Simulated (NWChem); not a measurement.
Species: CH cation, singlet

Results from NWChem. Low-valent species are run as closed-shell singlets; no triplet was tried in these runs. Geometry: optimised at PBE0/def2-SVP. Vertical excitations in the gas phase.

Problem. What does the run give for LRC-wPBEh/aug-cc-pVDZ, full TDDFT? Quantities: lowest excitation, singlet (eV); oscillator strength of that lowest state; lowest state with f > 0.02, singlet (eV); oscillator strength of that bright state; orbital gap (eV).

Solution. 
- lowest excitation, singlet (eV): 2.70
- oscillator strength of that lowest state: 0.005
- lowest state with f > 0.02, singlet (eV): 12.52
- oscillator strength of that bright state: 0.266
- orbital gap (eV): 9.14
